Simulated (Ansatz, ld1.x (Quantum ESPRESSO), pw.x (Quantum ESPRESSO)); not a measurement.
## From atom to crystal: TM potential for scandium

ld1.x (Quantum ESPRESSO) 7.5 input, shortened:

```
&input
   title='Sc', zed=21., rel=1, dft='PBESOL', iswitch=3,
   config='[Ar] 3d1 4s1.5 4p0.5'
 /
 &inputp
   pseudotype=2, tm=.true., lloc=0,
   nlcc=.true., new_core_ps=.true., rcore=1.30
 /
3
4P  2  1   0.50   0.00  4.20  4.20  0.0
3D  3  2   1.00   0.00  2.65  2.65  0.0
4S  1  0   1.50   0.00  2.80  2.80  0.0
 &test
   configts(1)='3d1 4s1.5 4p0.5'
 /
```

Crystal test: fcc Sc in pw.x 7.5, no spin, 12³ k-points, Fermi–Dirac smearing 0.01 Ry, cutoffs 50/200 Ry. The reference is all-electron LAPW (Ansatz 0.2.0) with the same functional, mesh and smearing; V0 and B0 come from Birch–Murnaghan fits to the pressures at five volumes. Errors are pseudo minus all-electron; Δ is the rms difference of the E(V) curves that follow from these fits, minima aligned, over ±6 % about the mean V0. Mesh and smearing are coarse, so the numbers serve the comparison and aren't converged zero-temperature values; the lattice is a test structure that the element need not adopt.

All-electron: a0 = 4.566 Å (V0 = 23.79 Å³/atom), B0 = 53.1 GPa.

Task: How far does the potential miss the all-electron equation of state?

Result: mean pressure error (GPa): +3.83. The pressure does not cross zero within the volumes sampled, so no fit is given. The largest radius (4.20 bohr) exceeds half the bond length (3.05 bohr), so the spheres overlap, which is one possible source of error among others. This is a poor potential for the solid.

```
V (Å³/atom)  P all-electron (GPa)  P pseudo (GPa)
     22.593                  2.97            7.56
     23.187                  1.42            5.59
     23.782                  0.02            3.81
     24.377                 -1.24            2.21
     24.971                 -2.38            0.76
```

Task: At the middle volume, how do free energy and pressure move when the wave cutoff is lowered (ecutrho kept at four times it)?

Result:

| cutoff (Ry) | shift of F (meV/atom) | shift of P (GPa) |
| --- | --- | --- |
| 22 | +812.5 | -20.37 |
| 30 | +59.9 | -2.89 |
| 40 | +0.5 | -0.05 |

Input at the middle volume:

```
&control
  calculation='scf', prefix='x', pseudo_dir='./', outdir='./tmp', tstress=.true., disk_io='none'
/
&system
  ibrav=0, nat=1, ntyp=1, ecutwfc=50, ecutrho=200, nbnd=8,
  occupations='smearing', smearing='fd', degauss=0.01
/
&electrons
  conv_thr=1e-09, mixing_beta=0.4, electron_maxstep=70
/
ATOMIC_SPECIES
Sc 1.0 Sc.UPF
CELL_PARAMETERS angstrom
  0.00000000 2.28247551 2.28247551
  2.28247551 0.00000000 2.28247551
  2.28247551 2.28247551 0.00000000
ATOMIC_POSITIONS crystal
Sc 0.0000 0.0000 0.0000
K_POINTS automatic
12 12 12 0 0 0
```

```bash
pw.x < Sc.scf.in > Sc.scf.out
```

Lines of the output:

```
Message from routine setup:
     using ibrav=0 with symmetry is DISCOURAGED, use correct ibrav instead
     lattice parameter (alat)  =       6.0999  a.u.
     unit-cell volume          =     160.4889 (a.u.)^3
     number of electrons       =         3.00
     number of Kohn-Sham states=            8
     kinetic-energy cutoff     =      50.0000  Ry
     charge density cutoff     =     200.0000  Ry
     scf convergence threshold =      1.0E-09
     Exchange-correlation= PBESOL
     number of k points=    72  Fermi-Dirac smearing, width (Ry)=  0.0100
     iteration #  1     ecut=    50.00 Ry     beta= 0.40
     total energy              =     -18.77671148 Ry
     estimated scf accuracy    <       0.00855721 Ry
     iteration #  2     ecut=    50.00 Ry     beta= 0.40
     total energy              =     -18.77675968 Ry
     estimated scf accuracy    <       0.00118569 Ry
     iteration #  3     ecut=    50.00 Ry     beta= 0.40
     total energy              =     -18.77698899 Ry
     estimated scf accuracy    <       0.00002886 Ry
     iteration #  4     ecut=    50.00 Ry     beta= 0.40
     total energy              =     -18.77699476 Ry
     estimated scf accuracy    <       0.00001038 Ry
     iteration #  5     ecut=    50.00 Ry     beta= 0.40
     total energy              =     -18.77699514 Ry
     estimated scf accuracy    <       0.00000102 Ry
     iteration #  6     ecut=    50.00 Ry     beta= 0.40
     total energy              =     -18.77699536 Ry
     estimated scf accuracy    <          7.3E-09 Ry
     iteration #  7     ecut=    50.00 Ry     beta= 0.40
     the Fermi energy is     5.4312 ev
!    total energy              =     -18.77699537 Ry
     estimated scf accuracy    <          7.8E-10 Ry
     smearing contrib. (-TS)   =      -0.00821687 Ry
     The total energy is F=E-TS. E is the sum of the following terms:
     one-electron contribution =       3.36907364 Ry
     hartree contribution      =       0.02527136 Ry
     xc contribution           =     -17.37975545 Ry
     ewald contribution        =      -4.78336805 Ry
     convergence has been achieved in   7 iterations
          total   stress  (Ry/bohr**3)                   (kbar)     P=       38.12
     Message from routine punch:
     Nothing written, as per user request (disk_io='none')
```

The run at the middle volume (72 k-points, 7 iterations) took about 6.7 s on one core of a shared host (Neoverse-V1, 32 threads, 247 GiB, load 28).
